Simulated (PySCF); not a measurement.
The dipole of disulfur monoxide (`O=S=S`) from its density and from atomic charges.

Coordinates (GFN2-xTB, Å) and charges (e) from the PBE0/pcSseg-1 density (PySCF):

```csv
atom,x,y,z,Mulliken,IAO,Hirshfeld,ESP-fitted
O1,-1.315,0.330,-0.003,-0.4164,-0.6906,-0.2382,-0.2696
S2,-0.194,-0.587,-0.011,+0.5691,+0.9578,+0.3476,+0.3848
S3,1.520,0.255,0.001,-0.1527,-0.2672,-0.1094,-0.1152
```

Question: What dipole does each set of charges give (1 e·Å = 4.803 D), and what does the density give?

Answer: The full density gives (0.54, -1.54, -0.02) D, 1.63 D in size; dipole vectors point from the negative to the positive end.

| scheme | μx | μy | μz | size (D) | share of the full size (%) | angle to the full dipole (°) |
| --- | --- | --- | --- | --- | --- | --- |
| Mulliken | 0.99 | -2.45 | -0.02 | 2.64 | 163 | 3 |
| IAO | 1.52 | -4.12 | -0.04 | 4.39 | 270 | 1 |
| Hirshfeld | 0.38 | -1.49 | -0.02 | 1.54 | 95 | 5 |
| ESP-fitted | 0.50 | -1.65 | -0.02 | 1.73 | 106 | 2 |

Question: Which set comes closest?

Answer: Length of the difference vector: ESP-fitted 0.12 D, Hirshfeld 0.16 D, Mulliken 1.02 D, IAO 2.77 D. Closest: ESP-fitted. The schemes that divide the density aren't constrained to reproduce the dipole.

Question: What is left for the Hirshfeld atoms' own dipoles?

Answer: The shares of the density sum to the whole, so what Σ q r misses lies in dipoles about the nuclei. The atomic dipoles sum to (0.54, -1.54, -0.02) − (0.38, -1.49, -0.02) = (0.16, -0.05, 0.00) D, 0.16 D in size.

Question: Give the size of the full dipole in other units.

Answer: 1.63 D = 0.640 au = 0.338 e·Å = 5.42 × 10⁻³⁰ C·m.

Geometry: GFN2-xTB; no solvent, vibrations or thermal averaging.
